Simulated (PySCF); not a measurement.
Telling isomers of C$_{4}$H$_{4}$FN apart by NMR

Computed data (PySCF): GIAO PBE0/pcSseg-1 shieldings, coordinates at the PBE0-D3(BJ)/def2-SVP level, B3LYP/pcJ-1 coupling constants (spin–dipole term left out of most H,H and C,H couplings). One computed conformer, relativity neglected, no solvent model, equivalent nuclei averaged.

Referencing at the same level of theory: TMS for ¹H (σ = 31.27 ppm), ¹³C (σ = 184.41 ppm). Multiplet labels drop J under 1 Hz and among equivalent protons, and merge close values. Unscaled 3J(H,H) run several per cent high. Vicinal couplings that depend on rotamer populations or ring flexing (ring, CH–CH, X–H and H–F types) are those of the one conformer. One-bond C–F couplings are unscaled and too large by tens of Hz. Shifts are as computed. Against solution values, carbons near 30 ppm lie about +2 ppm off and those near 130 ppm about +5 ppm. Of 1211 compounds with measured shifts, 218 miss one by over three times the rms of a fit or turn the order of signals round; such compounds aren't used in these exercises.

(1) Tabulate the signals of `C/C(C#N)=C/F`, `C/C(F)=C/C#N`, `C/C=C(/F)C#N`, `C=C[C@H](F)C#N` and their relative energies.

(2) What is the quickest way to tell C/C=C(/F)C#N from C=C[C@H](F)C#N?

(3) What is the quickest way to tell C/C(F)=C/C#N from C=C[C@H](F)C#N?

(4) What is the quickest way to tell C/C(C#N)=C/F from C/C(F)=C/C#N?

## Answers

(1) 
| SMILES | carbon types | δC | δH | E rel. (kcal/mol) |
| --- | --- | --- | --- | --- |
| C/C(C#N)=C/F | 2×C 1×CH 1×CH3 | 167.9, 119.0, 99.3, 15.4 | 6.93 (dq, 1H), 1.73 (dd, 3H) | 5.2 |
| C/C(F)=C/C#N | 2×C 1×CH 1×CH3 | 183.6, 117.3, 84.0, 20.7 | 4.44 (dq, 1H), 2.03 (dd, 3H) | 0.0 |
| C/C=C(/F)C#N | 2×C 1×CH 1×CH3 | 141.6, 130.9, 116.3, 14.5 | 6.15 (dq, 1H), 2.01 (dd, 3H) | 7.7 |
| C=C[C@H](F)C#N | 1×C 2×CH 1×CH2 | 140.3, 132.9, 120.5, 81.1 | 6.27 (dtd, 1H), 5.82 (dd, 1H), 5.75 (dd, 1H), 4.95 (dd, 1H) | 15.8 |

Energies are electronic energies at PBE0/pcSseg-1 on these geometries, without zero-point or thermal terms, each for the one conformer computed, which needn't be the lowest.

(2) Both give the same number of carbon signals, but DEPT or the intensities differ. The first has an allylic methyl carbon (CH3) at 14.5 ppm, the second a terminal =CH2 carbon at 132.9 ppm. Their most deshielded carbons lie at 141.6 and 140.3 ppm.

(3) Both give the same number of carbon signals, but DEPT or the intensities differ. The first has a fully substituted alkene carbon (C) at 183.6 ppm, the second a terminal =CH2 carbon at 132.9 ppm. Their most deshielded carbons lie at 183.6 and 140.3 ppm. In the proton spectra the most deshielded non-exchanging signals are 4.44 (dq, J = 27.2, 1.5 Hz, 1H) and 6.27 (dtd, J = 18.2, 11.1, 8.2 Hz, 1H).

(4) Both give the same number of carbon signals, with the same numbers of each carbon type, so the positions decide. The first has an alkene CH at 167.9 ppm, the second a fully substituted alkene carbon (C) at 183.6 ppm. In the proton spectra the most deshielded non-exchanging signals are 6.93 (dq, J = 84.1, 2.3 Hz, 1H) and 4.44 (dq, J = 27.2, 1.5 Hz, 1H).
